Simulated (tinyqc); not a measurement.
Worked calculation: extended Hueckel theory, for H3O+. The parameters take no account of the charge, which enters only through the electron count. One step of it, computed by the program tinyqc.

Task: Wolfsberg-Helmholz matrix. H_ij = K' S_ij (H_ii + H_jj)/2 for i != j (the diagonal keeps H_ii), with K' = 1.75.

overlap S, order 1O 2s, 1O 2px, 1O 2py, 1O 2pz, 2H 1s, 3H 1s, 4H 1s:
$$\begin{pmatrix}
1.000000 & 0.000000 & 0.000000 & 0.000000 & 0.467235 & 0.467049 & 0.467049 \\
0.000000 & 1.000000 & 0.000000 & 0.000000 & 0.388138 & -0.193961 & -0.193961 \\
0.000000 & 0.000000 & 1.000000 & 0.000000 & 0.000000 & 0.336088 & -0.336088 \\
0.000000 & 0.000000 & 0.000000 & 1.000000 & -0.081559 & -0.081514 & -0.081514 \\
0.467235 & 0.388138 & 0.000000 & -0.081559 & 1.000000 & 0.195572 & 0.195572 \\
0.467049 & -0.193961 & 0.336088 & -0.081514 & 0.195572 & 1.000000 & 0.195420 \\
0.467049 & -0.193961 & -0.336088 & -0.081514 & 0.195572 & 0.195420 & 1.000000
\end{pmatrix}$$

diagonal H_ii (eV): 1O 2s -32.300000, 1O 2px -14.800000, 1O 2py -14.800000, 1O 2pz -14.800000, 2H 1s -13.600000, 3H 1s -13.600000, 4H 1s -13.600000

K = 1.750000

Give: H.

Result:

H (eV), order 1O 2s, 1O 2px, 1O 2py, 1O 2pz, 2H 1s, 3H 1s, 4H 1s:
$$\begin{pmatrix}
-32.3000 & 0.0000 & 0.0000 & 0.0000 & -18.7653 & -18.7578 & -18.7578 \\
0.0000 & -14.8000 & 0.0000 & 0.0000 & -9.6452 & 4.8199 & 4.8199 \\
0.0000 & 0.0000 & -14.8000 & 0.0000 & 0.0000 & -8.3518 & 8.3518 \\
0.0000 & 0.0000 & 0.0000 & -14.8000 & 2.0267 & 2.0256 & 2.0256 \\
-18.7653 & -9.6452 & 0.0000 & 2.0267 & -13.6000 & -4.6546 & -4.6546 \\
-18.7578 & 4.8199 & -8.3518 & 2.0256 & -4.6546 & -13.6000 & -4.6510 \\
-18.7578 & 4.8199 & 8.3518 & 2.0256 & -4.6546 & -4.6510 & -13.6000
\end{pmatrix}$$
